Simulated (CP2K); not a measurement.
**C2H8Si (dimethylsilane): Pade/SZV-MOLOPT-SR-GTH (core potential)**

What is the energy change on altering one bond length of C2H8Si (dimethylsilane) at Pade/SZV-MOLOPT-SR-GTH (core potential)? 

Program for the calculation: CP2K 2026.2.

2 further runs of the same task are left out: 1 that didn't finish, 1 set aside as unsound or not needed.

**1. The system as given**

C2H8Si: 11 atoms, total charge 0, spin state singlet. As SMILES, `C[SiH2]C`. Geometry: relaxed at PBE0-D4/def2-TZVP.

Bond lengths: C1–Si2 1.872 Å, Si2–C3 1.872 Å, C1–H4 1.092 Å, C1–H5 1.093 Å, C1–H6 1.093 Å, Si2–H7 1.491 Å, Si2–H8 1.491 Å, C3–H9 1.093 Å, C3–H10 1.092 Å, C3–H11 1.093 Å. Some angles: C1–Si2–C3 111.5°, C1–Si2–H7 109.5°, C1–Si2–H8 109.5°, C3–Si2–H7 109.5°, C3–Si2–H8 109.5°, Si2–C1–H4 111.0°, Si2–C1–H5 110.9°, Si2–C1–H6 110.9°, Si2–C3–H9 110.9°, Si2–C3–H10 111.0°.

**2. The energy at Pade/SZV-MOLOPT-SR-GTH (core potential)**

Contents of run.inp:

```
&GLOBAL
  PROJECT_NAME run
  RUN_TYPE ENERGY
  PRINT_LEVEL MEDIUM
&END GLOBAL

&FORCE_EVAL
  METHOD QUICKSTEP
  &DFT
    BASIS_SET_FILE_NAME BASIS_MOLOPT
    POTENTIAL_FILE_NAME GTH_POTENTIALS
    CHARGE 0
    MULTIPLICITY 1
    &QS
      METHOD GPW
      EPS_DEFAULT 1.0E-10
    &END QS
    &MGRID
      CUTOFF 400
      REL_CUTOFF 50
      NGRIDS 4
    &END MGRID
    &POISSON
      PERIODIC NONE
      POISSON_SOLVER MULTIPOLE
    &END POISSON
    &SCF
      SCF_GUESS ATOMIC
      EPS_SCF 1.0E-06
      MAX_SCF 50
      &OT ON
        MINIMIZER DIIS
        PRECONDITIONER FULL_ALL
      &END OT
      &OUTER_SCF
        EPS_SCF 1.0E-06
        MAX_SCF 5
      &END OUTER_SCF
    &END SCF
    &XC
      &XC_FUNCTIONAL PADE
      &END XC_FUNCTIONAL
    &END XC
    &PRINT
      &MOMENTS
        PERIODIC F
        REFERENCE COM
        MAX_MOMENT 1
      &END MOMENTS
      &MO_CUBES
        NLUMO 1
        NHOMO -1
        WRITE_CUBE F
      &END MO_CUBES
      &HIRSHFELD OFF
      &END HIRSHFELD
    &END PRINT
  &END DFT
  &SUBSYS
    &CELL
      ABC [angstrom] 11.1 10.2 10
      PERIODIC NONE
    &END CELL
    &COORD
      UNIT bohr
      C     -1.9845904     1.8277431    -1.2494869
      Si    -0.5843033    -1.2343691    -0.1655400
      C      2.5447052    -0.7413396     1.4091688
      H     -3.8093099     1.5248200    -2.1658151
      H     -0.7402057     2.7676929    -2.6036647
      H     -2.2769310     3.1084105     0.3441191
      H     -0.2643727    -2.9559096    -2.3736850
      H     -2.3528980    -2.4931157     1.6314006
      H      3.8894343     0.1421074     0.1141395
      H      3.3497285    -2.5360125     2.0359909
      H      2.3523311     0.4822581     3.0619232
    &END COORD
    &TOPOLOGY
      &CENTER_COORDINATES
      &END CENTER_COORDINATES
    &END TOPOLOGY
    &KIND C
      BASIS_SET SZV-MOLOPT-SR-GTH-q4
      POTENTIAL GTH-PADE-q4
    &END KIND
    &KIND Si
      BASIS_SET SZV-MOLOPT-SR-GTH-q4
      POTENTIAL GTH-PADE-q4
    &END KIND
    &KIND H
      BASIS_SET SZV-MOLOPT-SR-GTH-q1
      POTENTIAL GTH-PADE-q1
    &END KIND
  &END SUBSYS
&END FORCE_EVAL
```

Command:

```bash
$ OMP_NUM_THREADS=1 cp2k.psmp run.inp > run.out
```

Log:

```text
CP2K| version string:                                       CP2K version 2026.2
[...]
 GLOBAL| Method name                                                        CP2K
[...]
 GLOBAL| Run type                                                         ENERGY
[...]
 DFT| Spin restricted Kohn-Sham (RKS) calculation                            RKS
 DFT| Multiplicity                                                             1
[...]
 DFT| Charge                                                                   0
[...]
 FUNCTIONAL| PADE:
 QS| Method:                                                                 GPW
[...]
 QS| Density cutoff [a.u.]:                                                200.0
[...]
 QS| Relative density cutoff [a.u.]:                                        25.0
[...]
                             - Atoms:                                         11
[...]
                             - Spherical basis functions:                     20
[...]
 Number of electrons:                                                         20
[...]
     1 OT DIIS     0.15E+00    0.4     0.48284451       -17.5529472775 -1.76E+01
[...]
    34 OT DIIS     0.15E+00    0.5     0.00000085       -19.9045781868 -1.25E-11
  *** SCF run converged in    34 steps ***
[...]
  Overlap energy of the core charge distribution:               0.00000328754374
  Self energy of the core charge distribution:                -47.41978109380835
  Core Hamiltonian energy:                                     14.88017214770353
  Hartree energy:                                              20.09037148008739
  Exchange-correlation energy:                                 -7.45534400833936
  Total energy:                                               -19.90457818681305
[...]
                     Mulliken Population Analysis
 #  Atom  Element  Kind  Atomic population                           Net charge
       1     C        1          4.458737                             -0.458737
       2     Si       2          3.952343                              0.047657
       3     C        1          4.458666                             -0.458666
       4     H        3          0.871527                              0.128473
       5     H        3          0.873432                              0.126568
       6     H        3          0.873404                              0.126596
       7     H        3          0.946723                              0.053277
       8     H        3          0.946753                              0.053247
       9     H        3          0.873449                              0.126551
      10     H        3          0.871533                              0.128467
      11     H        3          0.873433                              0.126567
 # Total charge                             20.000000                  0.000000
[...]
  Dipole moment [Debye]
    X=  0.2623693E+00 Y=  0.5399137E+00 Z=  0.7422029E-01  Total=      0.6048579
[...]
 HOMO - LUMO gap [eV] :   13.032857
 ENERGY| Total FORCE_EVAL ( QS ) energy [hartree]            -19.904578186813048
[...]
```

Wall time 19 s (1 thread of Arm Neoverse V1, shared host); peak memory 0.78 GiB.

**3. The distorted shape, same level**

Contents of molecule.xyz:

```xyz
11

C     -0.926435     0.425019    -1.335867
Si    -0.185435    -1.195381    -0.762267
C      1.470365    -0.934481     0.071033
H     -1.892035     0.264719    -1.820767
H     -0.267935     0.922419    -2.052467
H     -1.204900     1.644900     0.182100
H     -0.016135    -2.106381    -1.930767
H     -1.121335    -1.861481     0.188633
H      2.181965    -0.466981    -0.614267
H      1.896365    -1.884181     0.402733
H      1.368565    -0.286981     0.945633
```

Contents of job.inp:

```
&GLOBAL
    PROJECT_NAME job
    RUN_TYPE ENERGY
    PRINT_LEVEL MEDIUM
&END GLOBAL
&FORCE_EVAL
    METHOD QUICKSTEP
    &DFT
        BASIS_SET_FILE_NAME BASIS_MOLOPT
        POTENTIAL_FILE_NAME GTH_POTENTIALS
        &QS
            METHOD GPW
            EPS_DEFAULT 1.0E-10
        &END QS
        # plane-wave cutoff in Ry
        &MGRID
            CUTOFF 400
            REL_CUTOFF 50
            NGRIDS 4
        &END MGRID
        &POISSON
            PERIODIC NONE
            POISSON_SOLVER MULTIPOLE
        &END POISSON
        # SCF settings
        &SCF
            SCF_GUESS ATOMIC
            EPS_SCF 1.0E-06
            MAX_SCF 100
            ADDED_MOS 5
            &DIAGONALIZATION
                ALGORITHM STANDARD
            &END DIAGONALIZATION
            &MIXING
                METHOD DIRECT_P_MIXING
                ALPHA 0.4
            &END MIXING
        &END SCF
        # exchange and correlation
        &XC
            &XC_FUNCTIONAL PADE
            &END XC_FUNCTIONAL
        &END XC
        &PRINT
            &MOMENTS
                PERIODIC F
                REFERENCE COM
                MAX_MOMENT 1
            &END MOMENTS
            &MO ON
                ENERGIES T
                OCCUPATION_NUMBERS T
                NDIGITS 6
                &EACH
                    QS_SCF 0
                &END EACH
                ADD_LAST NUMERIC
            &END MO
            &HIRSHFELD OFF
            &END HIRSHFELD
        &END PRINT
    &END DFT
    # structure
    &SUBSYS
        &CELL
            ABC 11.1 10.8 10
            PERIODIC NONE
        &END CELL
        &TOPOLOGY
            COORD_FILE_NAME molecule.xyz
            COORD_FILE_FORMAT XYZ
            &CENTER_COORDINATES
            &END CENTER_COORDINATES
        &END TOPOLOGY
        &KIND C
            BASIS_SET SZV-MOLOPT-SR-GTH-q4
            POTENTIAL GTH-PADE-q4
        &END KIND
        &KIND Si
            BASIS_SET SZV-MOLOPT-SR-GTH-q4
            POTENTIAL GTH-PADE-q4
        &END KIND
        &KIND H
            BASIS_SET SZV-MOLOPT-SR-GTH-q1
            POTENTIAL GTH-PADE-q1
        &END KIND
    &END SUBSYS
&END FORCE_EVAL
```

Command:

```bash
$ OMP_NUM_THREADS=1 cp2k.psmp job.inp > job.out
```

Log (excerpt; [...] marks lines left out):

```text
CP2K| version string:                                       CP2K version 2026.2
[...]
 GLOBAL| Method name                                                        CP2K
[...]
 GLOBAL| Run type                                                         ENERGY
[...]
 DFT| Spin restricted Kohn-Sham (RKS) calculation                            RKS
 DFT| Multiplicity                                                             1
[...]
 DFT| Charge                                                                   0
[...]
 FUNCTIONAL| PADE:
 QS| Method:                                                                 GPW
[...]
 QS| Density cutoff [a.u.]:                                                200.0
[...]
 QS| Relative density cutoff [a.u.]:                                        25.0
[...]
                             - Atoms:                                         11
[...]
                             - Spherical basis functions:                     20
[...]
 Number of electrons:                                                         20
[...]
     1 P_Mix/Diag. 0.40E+00    0.4     1.28534388       -18.3455501909 -1.83E+01
[...]
    14 DIIS/Diag.  0.89E-06    0.5     0.00000073       -19.7299299981 -8.53E-13
  *** SCF run converged in    14 steps ***
[...]
  Overlap energy of the core charge distribution:               0.00000274433348
  Self energy of the core charge distribution:                -47.41978109380835
  Core Hamiltonian energy:                                     14.82283106504922
  Hartree energy:                                              20.21345871209197
  Exchange-correlation energy:                                 -7.34644142572362
  Total energy:                                               -19.72992999805729
[...]
                     Mulliken Population Analysis
 #  Atom  Element  Kind  Atomic population                           Net charge
       1     C        1          4.366776                             -0.366776
       2     Si       2          3.968834                              0.031166
       3     C        1          4.457758                             -0.457758
       4     H        3          0.882262                              0.117738
[...]
  Dipole moment [Debye]
    X=  0.2717428E+00 Y=  0.4914329E+00 Z=  0.2068125E-01  Total=      0.5619414
 ENERGY| Total FORCE_EVAL ( QS ) energy [hartree]            -19.729929998057287
[...]
```

Wall time 9 s (1 thread of Arm Neoverse V1, shared host); peak memory 0.82 GiB.

**4. Summary of results**

At Pade/SZV-MOLOPT-SR-GTH (core potential):

```
                                                         quantity         value
                                        first shape: total energy  -19.90458 Eh
                                       first shape: dipole moment        0.60 D
                                         first shape: HOMO energy      -6.92 eV
                                         first shape: LUMO energy       6.11 eV
                                       first shape: HOMO–LUMO gap      13.03 eV
                                    distorted shape: total energy  -19.72993 Eh
                                   distorted shape: dipole moment        0.56 D
                                     distorted shape: HOMO energy      -5.08 eV
                                     distorted shape: LUMO energy       0.09 eV
                                   distorted shape: HOMO–LUMO gap       5.17 eV
energy change with the C1–H6 bond stretched from 1.093 to 1.967 Å      4.752 eV
```

In words: With the C1–H6 bond stretched from 1.093 to 1.967 Å the energy rises by 4.75 eV (110 kcal/mol). The first shape isn't relaxed at this level, so the change isn't measured from a minimum. A restricted reference can't describe the breaking bond well at this length. The minimal basis adds a large error of its own.
